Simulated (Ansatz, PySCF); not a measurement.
AlF₃, SMILES [F][Al]([F])[F]. Atoms are numbered in the order given.

```xyz
4

Al     0.0000     0.0000     0.0000
F     -1.6366     0.0000     0.0000
F      0.8183     1.4174     0.0000
F      0.8183    -1.4174     0.0000
```

The structure is a stationary point at TPSSh-D3(BJ)/def2-TZVP. The isomer is the one that the SMILES or the coordinates give; other isomers of the formula were not compared.

Two levels are set side by side: PBE-D3(BJ)/def2-TZVP (Ansatz, a first-principles code) and TPSSh-D3(BJ)/def2-TZVP (PySCF). Each level has its own optimised geometry; the coordinates shown are those of the second. Frequencies come from the Hessian of PySCF at each geometry. Differences are taken from unrounded values.

```tsv
quantity	TPSSh-D3(BJ)
mean bond length (Å)	1.637
bond Al1–F2 (Å)	1.637
bond Al1–F3 (Å)	1.637
bond Al1–F4 (Å)	1.637
highest harmonic wavenumber (cm⁻¹)	945
mean harmonic wavenumber (cm⁻¹)	557
zero-point energy (kcal/mol)	4.78
```

**Question.** What does PBE-D3(BJ) give, and how far is it from TPSSh-D3(BJ)? (An estimate is asked for; the answer gives what the named calculation found.)

**Answer.** 
```tsv
quantity	PBE-D3(BJ)	PBE-D3(BJ) minus TPSSh-D3(BJ)
mean bond length (Å)	1.647	0.011
bond Al1–F2 (Å)	1.647	0.011
bond Al1–F3 (Å)	1.647	0.011
bond Al1–F4 (Å)	1.647	0.011
highest harmonic wavenumber (cm⁻¹)	921	-24
mean harmonic wavenumber (cm⁻¹)	544	-13
zero-point energy (kcal/mol)	4.67	-0.11
```

GGA bonds tend to be longer and softer than those of functionals with exact exchange. Differences between two approximate levels are no errors against the true value.
